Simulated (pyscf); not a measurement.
Optimised with ωB97X-D3(BJ)/def2-SVP in PySCF.

SMILES: CC(C)(C)S
```xyz
15

C      0.8174    -0.6634    -0.4920
C      0.3150     0.7731    -0.3075
C      0.2593     1.1318     1.1796
C     -1.0588     0.9458    -0.9602
S      1.5530     1.8341    -1.1623
H      0.8807    -0.9266    -1.5595
H      0.1232    -1.3665    -0.0038
H      1.8142    -0.7949    -0.0426
H      1.2500     1.0241     1.6460
H     -0.4510     0.4707     1.7050
H     -0.0755     2.1716     1.3237
H     -1.4187     1.9820    -0.8569
H     -1.7962     0.2810    -0.4784
H     -1.0163     0.7041    -2.0327
H      0.9568     3.0131    -0.8968
```
Charge 0, spin multiplicity 1.

What is the homolytic dissociation enthalpy (298 K, ωB97M-D3(BJ)/def2-TZVP) of the C–S bond of H₃C–C(CH₃)(CH₃)–SH, to H₃C–C•(CH₃)–CH₃ + SH•?

C–S to H₃C–C•(CH₃)–CH₃ + SH•: 71.9 kcal/mol. The 7 functionals that were run give +65.0 (r²SCAN) to +73.2 kcal/mol (ωB97X-D3(BJ)). Other isomers of H₃C–C•(CH₃)–CH₃ were not searched in full and may lie lower. Left out: the spin-orbit lowering of SH.
